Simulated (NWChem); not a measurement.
# SiH2Cl (chlorosilyl radical): levels of theory compared

We compute a comparison of 6 runs (UB3LYP/6-31G*, UPBE/pcseg-1, UPBE0/def2-SVP, UMP2/pcseg-1, UCCSD(T)/6-31+G*) of SiH2Cl (chlorosilyl radical). 

Program for the calculation: NWChem 7.3.0.

**1. Starting point**

SiH2Cl: 4 atoms, total charge 0, spin state doublet. As SMILES, `[SiH2]Cl`. The shape is that of a GFN2-xTB optimisation.

Bond lengths: Si1–Cl2 2.022 Å, Si1–H3 1.451 Å, Si1–H4 1.451 Å. Angles: Cl2–Si1–H3 110.3°, Cl2–Si1–H4 110.2°, H3–Si1–H4 114.9°.

**2. Energy and forces at UB3LYP/6-31G(d) (spherical functions) (run 1)**

a.nw reads:

```
start a
title "ClH2Si"
memory stack 880 mb heap 220 mb global 1100 mb
geometry units atomic noautosym nocenter noautoz
  Si  -0.53588853   0.44918790   0.24866906
  Cl   3.01919653  -0.11264657   1.53273796
  H   -2.01255832  -1.84868127   0.49758379
  H   -0.47074967   1.51215884  -2.27897191
end
basis "ao basis" spherical bse
  * library 6-31G*
end
dft
  xc b3lyp
  mult 2
  grid xfine
  convergence energy 1e-08
  iterations 100
  mulliken
  noprint "final vectors analysis"
end
task dft gradient
```

The run is started by

```sh
$ nwchem a.nw > a.out
```

The program printed:

```text
[...]
          Wavefunction type:  spin polarized.
          No. of atoms     :     4
          No. of electrons :    33
[...]
          Charge           :     0
          Spin multiplicity:     2
[...]
          AO basis - number of functions:    40
[...]
              XC Information
              --------------
                         B3LYP Method XC Potential
                     Hartree-Fock (Exact) Exchange  0.200
                        Slater Exchange Functional  0.800 local
                    Becke 1988 Exchange Functional  0.720 non-local
              Lee-Yang-Parr Correlation Functional  0.810
                  VWN I RPA Correlation Functional  0.190 local
[...]
 d= 0,ls=0.0,diis     1   -750.8440277473 -8.30D+02  1.06D-02  5.17D-02     0.7
[...]
 d= 0,ls=0.0,diis     9   -750.8732622783 -1.87D-09  1.22D-06  5.52D-10     5.0
[...]
         Total DFT energy =     -750.873262278338
      One electron energy =    -1194.848804844782
           Coulomb energy =      414.977989203260
    Exchange-Corr. energy =      -49.981135259967
 Nuclear repulsion energy =       78.978688623152
[...]
      <S2> =      0.7512 (Exact =     0.7500)
[...]
  wavefunction    = open shell
                         DFT ENERGY GRADIENTS
    atom               coordinates                        gradient
                 x          y          z           x          y          z
   1 Si     -0.535889   0.449188   0.248669    0.014541  -0.015214  -0.010174
   2 Cl      3.019197  -0.112647   1.532738   -0.020208   0.004412  -0.005957
   3 H      -2.012558  -1.848681   0.497584    0.006145   0.012753   0.002000
   4 H      -0.470750   1.512159  -2.278972   -0.000478  -0.001952   0.014131
[...]
```

It took 6.9 s on 1 thread of AMD EPYC 9R45 (Zen 5), shared host; peak memory 0.12 GiB.

**3. Energy and gradient at UB3LYP/6-31G(d) (Cartesian functions) (run 2)**

run.py reads:

```python
from ase import Atoms
from ase.calculators.nwchem import NWChem

atoms = Atoms(['Si', 'Cl', 'H', 'H'], positions=[
    [-0.283580, 0.237700, 0.131590],
    [1.597690, -0.059610, 0.811090],
    [-1.065000, -0.978280, 0.263310],
    [-0.249110, 0.800200, -1.205980],
])

calc = NWChem(
    label='test',
    theory='dft',
    memory='2200 mb',
    basis='6-31G*',
    dft={'xc': 'b3lyp', 'mult': '2', 'grid': 'xfine', 'convergence': 'energy 1e-08', 'iterations': '100', 'mulliken': None},
)
atoms.calc = calc

forces = atoms.get_forces()
print("Total energy (eV):", round(atoms.get_potential_energy(), 6))
print("forces (eV/A):")
for s, f in zip(atoms.symbols, forces):
    print(f"{s:2s} {f[0]:10.5f} {f[1]:10.5f} {f[2]:10.5f}")
```

The run is started by

```sh
$ export ASE_NWCHEM_COMMAND="nwchem PREFIX.nwi > PREFIX.nwo"
$ python run.py
```

The program printed:

```text
Total energy (eV): -20432.438395
forces (eV/A):
Si   -0.75472    0.78151    0.51833
Cl    1.04618   -0.22765    0.30925
H    -0.31547   -0.65373   -0.10290
H     0.02401    0.09991   -0.72464
```

The calculator wrote test.nwi:

```
title "test"

permanent_dir test

scratch_dir test

start test

geometry units angstrom nocenter noautosym noautoz
  Si -2.8358000000000000e-01 2.3769999999999999e-01 1.3159000000000001e-01
  Cl 1.5976900000000001e+00 -5.9610000000000003e-02 8.1108999999999998e-01
  H  -1.0649999999999999e+00 -9.7828000000000004e-01 2.6330999999999999e-01
  H  -2.4911000000000000e-01 8.0020000000000002e-01 -1.2059800000000001e+00
end

memory 2200 mb

basis noprint
   * library 6-31G*
end

dft
  xc b3lyp
  mult 2
  grid xfine
  convergence energy 1e-08
  iterations 100
  mulliken
end

task dft gradient
```

test.nwo:

```text
Northwest Computational Chemistry Package (NWChem) 7.3.0
             --------------------------------------------------------

           Job information
           ---------------

    nwchem branch   = 7.3.0
    use scalapack   = T
    input           = test.nwi
    prefix          = test.
    data base       = test/test.db
    status          = startup
    nproc           =        1

           Memory information
           ------------------

[... 5 lines left out ...]
    hardfail = no
[... 109 lines left out ...]
          Convergence on energy requested:  1.00D-08
[... 29 lines left out ...]
          total energy or number of iterations.
[... 87 lines left out ...]
      One electron energy =    -1194.738456060190
[... 711 lines left out ...]
          Convergence on energy requested:  1.00D-08
[... 29 lines left out ...]
          total energy or number of iterations.
[... 35 lines left out ...]
                 ----------------------------------------
                 |  Time  |  1-e(secs)   |  2-e(secs)   |
                 ----------------------------------------
                 |  CPU   |       0.00   |       0.88   |
                 ----------------------------------------
                 |  WALL  |       0.00   |       0.88   |
                 ----------------------------------------

 Task  times  cpu:        6.6s     wall:        6.6s
 Total times  cpu:        6.6s     wall:        6.6s
```

Run time: 7.5 s. Hardware: 1 thread of AMD EPYC 9R45 (Zen 5), shared host; peak memory 0.12 GiB.

Runs 3 to 5 aren't shown in full; the table further down has their settings and results.

**4. The energy at UCCSD(T)/6-31+G(d) (spherical functions) (run 6)**

clh2si.nw reads:

```
start clh2si
title "ClH2Si"
memory total 2200 mb

geometry noautosym nocenter noautoz
 Si   -0.283580    0.237700    0.131590
 Cl    1.597690   -0.059610    0.811090
 H    -1.065000   -0.978280    0.263310
 H    -0.249110    0.800200   -1.205980
end

basis spherical bse
 * library 6-31+G*
end

scf
 doublet
 uhf
 thresh 1e-08
 maxiter 80
 noprint "final vectors analysis"
end

tce
 scf
 ccsd(t)
 freeze core 10
 maxiter 60
end

task tce energy
```

The run is started by

```sh
$ nwchem clh2si.nw > clh2si.out
```

The program printed:

```text
[...]
  functions       =    48
[...]
  wavefunction    = UHF
[...]
         Total SCF energy =   -749.560248376331
      One electron energy =  -1194.537204608460
      Two electron energy =    365.998262059696
 Nuclear repulsion energy =     78.978694172434
                       Sz =      0.5000
                 Sz(Sz+1) =      0.7500
                      S^2 =      0.7532
[...]
         Wavefunction type : Unrestricted Hartree-Fock
          No. of electrons :    33
[...]
         Spin multiplicity : doublet
[...]
 CCSD total energy / hartree       =      -749.781465753327211
[...]
 CCSD[T] total energy / hartree       =      -749.786893874850875
[...]
 CCSD(T) total energy / hartree       =      -749.786733328635250
[...]
```

Wall time 6.9 s (1 thread of AMD EPYC 9R45 (Zen 5), shared host); peak memory 0.19 GiB.

**5. Overview of the runs**

```
run                                   level  Cartesian functions  integration grid  energy (Eh)  dipole moment (D)   ⟨S²⟩  largest force (eV/Å)  wall time
  1     UB3LYP/6-31G* (spherical functions)                   no             xfine  -750.873262               1.37  0.751                 1.202      6.9 s
  2     UB3LYP/6-31G* (Cartesian functions)                  yes             xfine  -750.878268               1.37  0.751                 1.204      7.5 s
  3                            UPBE/pcseg-1                   no             xfine  -750.510588               1.25  0.751                 1.288      7.2 s
  4                          UPBE0/def2-SVP                   no             xfine  -750.366012               1.11  0.752                 1.067      6.3 s
  5                            UMP2/pcseg-1                   no                 –  -749.749877               1.50  0.753                 1.076      6.9 s
  6  UCCSD(T)/6-31+G* (spherical functions)                   no                 –  -749.786733                  –  0.753                     –      6.9 s
```

**6. What came out**

```
                                           quantity          value
                                run 6: total energy  -749.78673 Eh
run 6: correlation energy (10 core orbitals frozen)     -226.5 mEh
                              run 6: (T) correction      -5.27 mEh
           run 6: ⟨S²⟩ of the reference determinant          0.753
```

In words: Over runs 1, 2, 3, 4, 5 the dipole moment (its size) runs from 1.11 D (UPBE0/def2-SVP) to 1.50 D (UMP2/pcseg-1). The two ends differ in method and basis. Totals of different functionals can't be ranked against each other. All runs together took 42 s, the longest 7.5 s.
